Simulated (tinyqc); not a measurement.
Worked calculation (part 2 of 2): UKS/exchange-only LDA in the sto-3g basis, for H2O+, spin multiplicity 2. Computed by tinyqc, a small Python program that keeps every step (integrals from PySCF). Command: `OMP_NUM_THREADS=1 python tinyqc.py 23178 23179 out.jsonl` (the two numbers bound the seeds that draw the settings). One thread of a shared host (Intel(R) Xeon(R) Processor @ 2.60GHz), about 2 s of CPU time with the checks.

Geometry (angstrom):

| atom | x | y | z |
|---|---|---|---|
| O | 0.0000 | 0.0000 | 0.0000 |
| H | 0.0000 | 0.7970 | 0.6660 |
| H | 0.0000 | -0.7970 | 0.6660 |

## Iteration 2: diagonalisation and new density

F(alpha) (hartree), lower triangle:
```
           1O 1s    1O 2s   1O 2px   1O 2py   1O 2pz    2H 1s    3H 1s
1O 1s   -19.1942
1O 2s    -4.9676  -2.6158
1O 2px    0.0000   0.0000  -0.8169
1O 2py    0.0000   0.0000   0.0000  -0.8460
1O 2pz   -0.0181  -0.1468   0.0000   0.0000  -0.8118
2H 1s    -0.9425  -0.9021   0.0000  -0.3565  -0.3387  -0.7417
3H 1s    -0.9425  -0.9021   0.0000   0.3565  -0.3387  -0.3462  -0.7417
```

F(beta) (hartree), lower triangle:
```
           1O 1s    1O 2s   1O 2px   1O 2py   1O 2pz    2H 1s    3H 1s
1O 1s   -19.1721
1O 2s    -4.9510  -2.5315
1O 2px    0.0000   0.0000  -0.6655
1O 2py    0.0000   0.0000   0.0000  -0.7942
1O 2pz   -0.0173  -0.1433   0.0000   0.0000  -0.7616
2H 1s    -0.9395  -0.8817   0.0000  -0.3506  -0.3333  -0.7392
3H 1s    -0.9395  -0.8817   0.0000   0.3506  -0.3333  -0.3412  -0.7392
```

X, lower triangle:
```
          1O 1s    1O 2s  1O 2px   1O 2py   1O 2pz    2H 1s   3H 1s
1O 1s    1.0239
1O 2s   -0.1394   1.1898
1O 2px   0.0000   0.0000  1.0000
1O 2py   0.0000   0.0000  0.0000   1.0847
1O 2pz  -0.0090   0.0906  0.0000   0.0000   1.0489
2H 1s    0.0202  -0.2496  0.0000  -0.1938  -0.1352   1.1609
3H 1s    0.0202  -0.2496  0.0000   0.1938  -0.1352  -0.0792  1.1609
```

Diagonalise F' = X^T F X, C = X C', fill 5 alpha and 4 beta electrons from the bottom; D(s) = C_occ C_occ^T. Each column has its largest component positive (the first on a tie).

F' = X^T F X (alpha) (hartree), lower triangle:
```
          1        2        3        4        5        6        7
1  -18.8231
2   -2.5844  -1.6309
3    0.0000   0.0000  -0.8169
4    0.0000   0.0000   0.0000  -0.7253
5   -0.0337  -0.0458   0.0000   0.0000  -0.7437
6   -0.1245  -0.3091   0.0000  -0.2334  -0.1752  -0.4014
7   -0.1245  -0.3091   0.0000   0.2334  -0.1752  -0.0722  -0.4014
```

orbital energies (alpha) (hartree): MO1 -19.2063, MO2 -1.4513, MO3 -0.9122, MO4 -0.8169, MO5 -0.8031, MO6 -0.2106, MO7 -0.1422

coefficients C (alpha):
```
            MO1      MO2      MO3     MO4      MO5      MO6      MO7
1O 1s    0.9929  -0.2503   0.0000  0.0000   0.0884   0.1113   0.0000
1O 2s    0.0313   0.9325   0.0000  0.0000  -0.4069  -0.7292   0.0000
1O 2px   0.0000   0.0000   0.0000  1.0000   0.0000   0.0000   0.0000
1O 2py   0.0000   0.0000   0.8089  0.0000   0.0000   0.0000  -0.7729
1O 2pz   0.0044   0.2070   0.0000  0.0000   0.8673  -0.5916   0.0000
2H 1s   -0.0070   0.0713   0.2634  0.0000   0.1672   0.7955   0.8585
3H 1s   -0.0070   0.0713  -0.2634  0.0000   0.1672   0.7955  -0.8585
```

F' = X^T F X (beta) (hartree), lower triangle:
```
          1        2        3        4        5        6        7
1  -18.8031
2   -2.5801  -1.5389
3    0.0000   0.0000  -0.6655
4    0.0000   0.0000   0.0000  -0.6695
5   -0.0333  -0.0378   0.0000   0.0000  -0.6909
6   -0.1253  -0.3073   0.0000  -0.2354  -0.1766  -0.4060
7   -0.1253  -0.3073   0.0000   0.2354  -0.1766  -0.0713  -0.4060
```

orbital energies (beta) (hartree): MO1 -19.1836, MO2 -1.3765, MO3 -0.8747, MO4 -0.7567, MO5 -0.6655, MO6 -0.1934, MO7 -0.1295

coefficients C (beta):
```
            MO1      MO2      MO3      MO4     MO5      MO6      MO7
1O 1s    0.9931  -0.2446   0.0000   0.0956  0.0000   0.1157   0.0000
1O 2s    0.0303   0.9038   0.0000  -0.4417  0.0000  -0.7450   0.0000
1O 2px   0.0000   0.0000   0.0000   0.0000  1.0000   0.0000   0.0000
1O 2py   0.0000   0.0000   0.7796   0.0000  0.0000   0.0000  -0.8024
1O 2pz   0.0042   0.2076   0.0000   0.8497  0.0000  -0.6164   0.0000
2H 1s   -0.0067   0.0965   0.2952   0.1832  0.0000   0.7893   0.8481
3H 1s   -0.0067   0.0965  -0.2952   0.1832  0.0000   0.7893  -0.8481
```

D(alpha) after iteration 2, lower triangle:
```
          1O 1s    1O 2s  1O 2px   1O 2py  1O 2pz    2H 1s   3H 1s
1O 1s    1.0562
1O 2s   -0.2382   1.0361
1O 2px   0.0000   0.0000  1.0000
1O 2py   0.0000   0.0000  0.0000   0.6543
1O 2pz   0.0292  -0.1598  0.0000   0.0000  0.7951
2H 1s   -0.0100  -0.0018  0.0000   0.2131  0.1598   0.1025
3H 1s   -0.0100  -0.0018  0.0000  -0.2131  0.1598  -0.0363  0.1025
```

D(beta) after iteration 2, lower triangle:
```
          1O 1s    1O 2s  1O 2px   1O 2py  1O 2pz    2H 1s   3H 1s
1O 1s    1.0552
1O 2s   -0.2332   1.0129
1O 2px   0.0000   0.0000  0.0000
1O 2py   0.0000   0.0000  0.0000   0.6077
1O 2pz   0.0346  -0.1876  0.0000   0.0000  0.7652
2H 1s   -0.0128   0.0061  0.0000   0.2301  0.1757   0.1301
3H 1s   -0.0128   0.0061  0.0000  -0.2301  0.1757  -0.0442  0.1301
```

## Convergence

Stop when the energy changes by less than 1e-09 hartree and every element of the error matrix X^T (F D S - S D F) X (for each spin) is below 9e-06.

Course of the cycle:

| iteration | E (hartree) | change | largest element of the error matrix |
|---|---|---|---|
| 1 | -73.619233 | - | 1.29e-01 |
| 2 | -73.778224 | -1.59e-01 | 9.60e-02 |
| 3 | -73.778080 | 1.44e-04 | 9.09e-02 |
| 4 | -73.767092 | 1.10e-02 | 1.04e-01 |
| 5 | -73.767268 | -1.76e-04 | 1.01e-01 |
| 6 | -73.753180 | 1.41e-02 | 1.17e-01 |
| 7 | -73.754995 | -1.81e-03 | 1.11e-01 |
| 8 | -73.737401 | 1.76e-02 | 1.30e-01 |
| 9 | -73.741646 | -4.24e-03 | 1.21e-01 |
| 10 | -73.720312 | 2.13e-02 | 1.43e-01 |
| 11 | -73.727801 | -7.49e-03 | 1.31e-01 |
| 12 | -73.702717 | 2.51e-02 | 1.55e-01 |
| 13 | -73.714145 | -1.14e-02 | 1.40e-01 |
| 14 | -73.685523 | 2.86e-02 | 1.66e-01 |
| ... | ... | ... | ... |
| 63 | -73.645474 | -4.32e-02 | 1.75e-01 |
| 64 | -73.602305 | 4.32e-02 | 2.09e-01 |
| 65 | -73.645465 | -4.32e-02 | 1.75e-01 |
| 66 | -73.602295 | 4.32e-02 | 2.09e-01 |
| 67 | -73.645458 | -4.32e-02 | 1.75e-01 |
| 68 | -73.602287 | 4.32e-02 | 2.09e-01 |
| 69 | -73.645454 | -4.32e-02 | 1.75e-01 |
| 70 | -73.602282 | 4.32e-02 | 2.09e-01 |
| 71 | -73.645450 | -4.32e-02 | 1.75e-01 |
| 72 | -73.602278 | 4.32e-02 | 2.09e-01 |
| 73 | -73.645448 | -4.32e-02 | 1.75e-01 |
| 74 | -73.602275 | 4.32e-02 | 2.09e-01 |
| 75 | -73.645446 | -4.32e-02 | 1.75e-01 |
| 76 | -73.602273 | 4.32e-02 | 2.09e-01 |

PySCF UKS in the same basis, fine grid, after a stability check = -73.796009 hartree

Not converged within the cap of 76 iterations: the residual has stopped falling: the iteration swings between two states. Reruns (cap 100 unless said): DIIS 8: converged in 8; damping 0.5: converged in 29; level shift 0.5: converged in 17; atomic densities as start, DIIS 8: converged in 8; the original settings with a cap of 400: not converged.
